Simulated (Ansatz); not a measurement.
Consider Ni in the fcc (Cu type) structure (space group Fm-3m, No. 225; a = 3.519 Å; ferromagnetic).

Level of theory: plane-wave PAW DFT at the PBE level (Ansatz, a first-principles code, 420 eV), no spin-orbit coupling, earlier PAW set.

Perturbation: every Ni is replaced by Pt, then cell and atoms are relaxed.

Measured lattice parameter a: Ni 3.508 Å (static lattice; corrected from measurement; as listed in Daniel Mejia-Rodriguez, S. B. Trickey, Phys. Rev. B (2018)); Pt 3.913 Å (static lattice; corrected from measurement; as listed in Daniel Mejia-Rodriguez, S. B. Trickey, Phys. Rev. B (2018)).

Task: How well does PBE reproduce the measured shift?

Result: With PBE the lattice parameter a moves by +0.451 Å (3.519 → 3.970) against +0.405 Å measured.

Other magnetic orders, which the real material may have, were not ruled out. Whether these cells are dynamically stable was not tested. Spin-polarised in the final run: base; the other runs are not. Pt lies near a magnetic instability that expansion can trigger; it was not tested.
